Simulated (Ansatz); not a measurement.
Born–Oppenheimer molecular dynamics of ClFH2Si (5 atoms, charge 0, multiplicity 1). It starts from a relaxed structure.

Theory: Ansatz, RKS PBE/def2-SVP.

- ensemble: NVT, Nosé–Hoover chain
- time step: 1 fs
- steps asked: 100
- set temperature: 200 K
- thermostat: time constant 20 fs, chain length 5
- seed: 537970

First frame:

```xyz
5
Properties=species:S:1:pos:R:3
Si 0.015 -0.018 0.006
H 0.034 0.031 1.500
Cl 1.960 -0.004 -0.689
F -0.750 1.315 -0.540
H -0.687 -1.218 -0.541
```

Task: How far do the bonds stretch over the last three quarters of this one trajectory? (Pairs bonded in most of those frames.)

Result: 
```json
{"bond": "Si1–H2", "mean (Å)": "1.497", "spread (Å)": "0.014", "shortest": "1.47", "longest": "1.52"}
{"bond": "Si1–Cl3", "mean (Å)": "2.070", "spread (Å)": "0.014", "shortest": "2.04", "longest": "2.09"}
{"bond": "Si1–F4", "mean (Å)": "1.634", "spread (Å)": "0.014", "shortest": "1.61", "longest": "1.66"}
{"bond": "Si1–H5", "mean (Å)": "1.504", "spread (Å)": "0.061", "shortest": "1.41", "longest": "1.60"}
```

Mean temperature of the second half: 221 K. The conserved energy stayed within 0.76 meV per atom of its start (net change 0.22 meV per atom), so the integration is sound. The mean temperature of the second half is 11 % above the set value. A run of 0.1 ps of so small a system gives no equilibrium averages.

The run took 2.2 min on 1 thread of Arm Neoverse V1, with other jobs on the host, peak memory 0.096 GiB.
